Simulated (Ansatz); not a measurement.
A run of Ansatz (development build ahead of 0.2.0) on doublet CHO2 at this shape:

```xyz
4

C     0.1425    0.1828    0.2697
O     0.1199    0.5615   -0.9916
O    -0.2903   -0.8324    0.6728
H     0.6200    0.9723    0.8708
```

Its results:

```
Converged                       : yes
Total energy                    : -187.98095 hartree
Spin squared of the determinant : 0.758
Stability test                  : minimum
```

Forces (eV/Å):
```json
{"atom": "C1", "Fx": "-0.209", "Fy": "-0.285", "Fz": "0.086"}
{"atom": "O2", "Fx": "0.020", "Fy": "-0.016", "Fz": "0.027"}
{"atom": "O3", "Fx": "0.175", "Fy": "0.332", "Fz": "-0.119"}
{"atom": "H4", "Fx": "0.015", "Fy": "-0.031", "Fz": "0.006"}
```

Question: Which input gives this output? Name the method, the orbitals and the basis set, and write the input.

Answer: UHF in def2-SVP.

```yaml
crystal:
  periodic: [false, false, false]
  atoms:
    - { symbol: C, position_ang: [0.14252, 0.18278, 0.2697] }
    - { symbol: O, position_ang: [0.11986, 0.56152, -0.9916] }
    - { symbol: O, position_ang: [-0.29031, -0.83236, 0.67284] }
    - { symbol: H, position_ang: [0.62, 0.97226, 0.87081] }
basis:
  gaussian: { orbitals: def2-SVP }
magnetization:
  spin_polarized: true
  initial_magnetization: 1
hamiltonian:
  xc: hf
output:
  forces: true
```
